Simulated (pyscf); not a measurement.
`[CH3][Zn][CH3]` + `[FH]` → `[CH4]` + `[CH3][Zn][F]` (four-centre exchange; singlet surface; C–Zn, F–H broken, C–H, F–Zn formed). Single points on ωB97X-D3(BJ)/def2-SVP structures (PySCF, gas phase). Energies in kcal/mol from the separated reactants.

| level | barrier | reaction energy |
|---|---|---|
| ωB97X-D3(BJ)/def2-TZVP | 7.4 | -27.7 |
| PBE/def2-TZVP | 5.1 | -27.4 |
| B3LYP-D3(BJ)/def2-TZVP | ___ | ___ |
| PBE0-D3(BJ)/def2-TZVP | 6.1 | -26.3 |
| M06-2X/def2-TZVP | ___ | -28.2 |
| HF/def2-TZVP | 17.5 | -32.9 |

What belongs in the gaps?


- B3LYP-D3(BJ)/def2-TZVP, barrier: 7.8
- B3LYP-D3(BJ)/def2-TZVP, reaction energy: -28.9
- M06-2X/def2-TZVP, barrier: 4.8

The functionals in the table span 3.0 kcal/mol in this barrier, from M06-2X to B3LYP-D3(BJ). This is the saddle that the search found; another between the same sides may lie lower. Elements up to Kr have no core potential and no relativistic terms here.
